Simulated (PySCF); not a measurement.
Species: 2,2-dimethylbutane, C6H14.
Atom-mapped SMILES: `[CH3:1][CH2:2][C:3]([CH3:4])([CH3:5])[CH3:6]` (hydrogens: H7, H8, H9 on C1; H10, H11 on C2; H12, H13, H14 on C4; H15, H16, H17 on C5; H18, H19, H20 on C6)

Theory: PBE0-D3(BJ)/def2-TZVP geometry optimisation, gas phase (PySCF 2.14.0).

(1) Give the optimised bond lengths and angles.

Results:

(1) 
| bond | length (bohr) |
| --- | --- |
| C1–C2 | 2.871 |
| C2–C3 | 2.903 |
| C3–C4, C3–C5, C3–C6 | 2.884 |
| C1–H7, C1–H8, C1–H9 | 2.064 |
| C2–H10, C2–H11 | 2.072 |
| C4–H12 and 8 like bonds | 2.066 |

Bonds in one row agree within 0.02 bohr and their mean is given. A selection of angles:
| angle | degrees |
| --- | --- |
| C2–C1–H7 | 112.0 |
| C2–C1–H9 | 110.5 |
| H7–C1–H8 | 107.8 |
| C1–C2–C3 | 116.4 |
| C1–C2–H10 | 109.1 |
| C3–C2–H10 | 107.9 |
| H10–C2–H11 | 105.9 |
| C2–C3–C4 | 108.0 |
| C2–C3–C5 | 110.8 |
| C4–C3–C5 | 109.0 |
| C3–C4–H12 | 111.0 |
| H12–C4–H13 | 107.9 |

Torsions: C1–C2–C3–C4 -178° (antiperiplanar). The mirror-image conformer, all signs reversed, is as good.

Of the pairs four or more bonds apart, H7···H18 is among the closest relative to their van der Waals radii: 2.24 Å, 93 % of the sum of Bondi's values.

Point group: near Cs, missed by 0.16 Å at most; the miss may be what the optimiser left on a soft mode. Whether it is a minimum is left open (no frequencies).
